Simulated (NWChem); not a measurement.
System: tetrafluoroethylene (C2F4); SMILES C(=C(F)F)(F)F

```xyz
6

F      1.1095    -1.3957     0.0000
C      0.0000    -0.6722     0.0000
F     -1.1095    -1.3957     0.0000
C      0.0000     0.6722     0.0000
F     -1.1095     1.3957     0.0000
F      1.1095     1.3957     0.0000
```
Atoms are numbered in this order, from 1.

Coordinates come from a PBE-D3(BJ)/def2-SVP optimisation.

Symmetry labels are those of D2h in the frame above (b1 and b2, or b-type labels, depend on it).

Problem. List the 4 lowest vertical singlet excitations from CAM-B3LYP/def2-SVP, TDA (NWChem).

Solution. 
```
state  energy (eV)  oscillator strength  symmetry  leading excitation (squared amplitude)
-----  -----------  -------------------  --------  --------------------------------------
S1            7.12                0.000       b2g                    HOMO → LUMO+1 (0.99)
S2            9.00                0.625       b2u                      HOMO → LUMO (0.92)
S3            9.12                0.089       b1u                    HOMO → LUMO+2 (0.98)
S4            9.37                0.000       b3g                    HOMO → LUMO+3 (0.98)
```
